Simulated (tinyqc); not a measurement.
Inside a calculation. Method: G0W0 on RHF in the sto-3g basis, for LiH, spin multiplicity 1. One step of it, computed by the program tinyqc.

Task: G0W0 on Hartree-Fock: HOMO. W(p,q,m) = sqrt2 sum_ia (pq|ia) (X+Y)_ia,m; Sigma_c(x) = sum_(i,m) W^2/(x - e_i + w_m) + sum_(a,m) W^2/(x - e_a - w_m); solve x = e_p + Sigma_c(x) by Newton steps; Z = 1/(1 - dSigma/dx); 1 hartree = 27.211386 eV.

orbital energies (hartree): MO1 -2.351389, MO2 -0.276602, MO3 0.077219, MO4 0.163853, MO5 0.163853, MO6 0.519026

Two-electron integrals over orbitals (pq|rs), unique and non-zero (hartree):
```
p,q,r,s,(pq|rs)
1,1,1,1,1.658801
2,1,1,1,-0.107608
2,1,2,1,0.012313
2,2,1,1,0.355103
2,2,2,1,0.005332
2,2,2,2,0.480418
3,1,1,1,-0.139355
3,1,2,1,0.010963
3,1,2,2,-0.014786
3,1,3,1,0.021778
3,2,1,1,0.015654
3,2,2,1,-0.003106
3,2,2,2,-0.050330
3,2,3,1,0.000115
3,2,3,2,0.014153
3,3,1,1,0.395150
3,3,2,1,-0.010488
3,3,2,2,0.220918
3,3,3,1,0.001655
3,3,3,2,0.008804
3,3,3,3,0.336697
4,1,4,1,0.009817
4,2,4,1,0.007415
4,2,4,2,0.022894
4,3,4,1,0.010276
4,3,4,2,0.019383
4,3,4,3,0.041269
4,4,1,1,0.396327
4,4,2,1,-0.004152
4,4,2,2,0.265283
4,4,3,1,-0.005002
4,4,3,2,0.006923
4,4,3,3,0.281715
4,4,4,4,0.312946
5,1,5,1,0.009817
5,2,5,1,0.007415
5,2,5,2,0.022894
5,3,5,1,0.010276
5,3,5,2,0.019383
5,3,5,3,0.041269
5,4,5,4,0.016869
5,5,1,1,0.396327
5,5,2,1,-0.004152
5,5,2,2,0.265283
5,5,3,1,-0.005002
5,5,3,2,0.006923
5,5,3,3,0.281715
5,5,4,4,0.279207
5,5,5,5,0.312946
6,1,1,1,0.059775
6,1,2,1,-0.009304
6,1,2,2,-0.007327
6,1,3,1,-0.003159
6,1,3,2,0.002021
6,1,3,3,0.011024
6,1,4,4,0.000908
6,1,5,5,0.000908
6,1,6,1,0.009528
6,2,1,1,-0.051976
6,2,2,1,0.003815
6,2,2,2,0.121996
6,2,3,1,0.001591
6,2,3,2,-0.035900
6,2,3,3,-0.014731
6,2,4,4,-0.021115
6,2,5,5,-0.021115
6,2,6,1,0.000060
6,2,6,2,0.125102
6,3,1,1,0.018204
6,3,2,1,-0.003212
6,3,2,2,-0.052007
6,3,3,1,0.004295
6,3,3,2,0.010505
6,3,3,3,0.035967
6,3,4,4,0.003150
6,3,5,5,0.003150
6,3,6,1,0.004346
6,3,6,2,-0.032929
6,3,6,3,0.026784
6,4,4,1,-0.006160
6,4,4,2,-0.019511
6,4,4,3,-0.013503
6,4,6,4,0.019828
6,5,5,1,-0.006160
6,5,5,2,-0.019511
6,5,5,3,-0.013503
6,5,6,5,0.019828
6,6,1,1,0.361128
6,6,2,1,0.002500
6,6,2,2,0.449460
6,6,3,1,-0.011308
6,6,3,2,-0.044531
6,6,3,3,0.240756
6,6,4,4,0.266663
6,6,5,5,0.266663
6,6,6,1,-0.003753
6,6,6,2,0.127609
6,6,6,3,-0.044552
6,6,6,6,0.449552
```

excitation energies w (hartree): 0.372435  0.483920  0.483920  1.018653  2.471684  2.534830  2.534830  2.889496

X + Y:
```
,1,2,3,4,5,6,7,8
1>3,-0.000518,0.000000,0.000000,-0.002671,0.991136,0.000000,0.000000,-0.013657
1>4,0.000000,-0.011479,0.000622,0.000000,0.000000,0.995874,-0.021972,0.000000
1>5,0.000000,-0.000622,-0.011479,0.000000,0.000000,0.021972,0.995874,0.000000
1>6,-0.002758,0.000000,0.000000,0.000063,0.016053,0.000000,0.000000,0.996582
2>3,0.971157,0.000000,0.000000,-0.050134,0.000026,0.000000,0.000000,0.000347
2>4,0.000000,0.952622,-0.051655,0.000000,0.000000,0.002101,-0.000046,0.000000
2>5,0.000000,0.051655,0.952622,0.000000,0.000000,0.000046,0.002101,0.000000
2>6,0.124331,0.000000,0.000000,0.880571,0.000988,0.000000,0.000000,0.000011
```

Give: The 12 largest terms at x = e_p; Newton steps; quasiparticle energy of the HOMO; Hartree-Fock value.

Result:

The 12 largest terms at x = e_p (hartree; W for the signs of X + Y given):
```
q,m,W,term
2,4,0.1555,0.0238
6,4,0.1583,-0.0138
2,1,-0.0476,0.0061
3,4,-0.0457,-0.0015
5,3,0.0307,-0.0010
4,2,0.0307,-0.0010
6,1,-0.0273,-0.0006
3,1,0.0131,-2.37e-04
2,5,-0.0207,1.74e-04
1,5,0.0152,5.06e-05
5,7,0.0105,-3.71e-05
4,6,0.0105,-3.71e-05
```

Newton steps (hartree):
```
step,x,Sigma_c(x),Z
0,-0.2766,0.0118,0.9509
1,-0.2654,0.0112,0.9521
2,-0.2654,0.0112,0.9521
```

quasiparticle energy of the HOMO = -7.2209 eV

Hartree-Fock value = -7.5267 eV
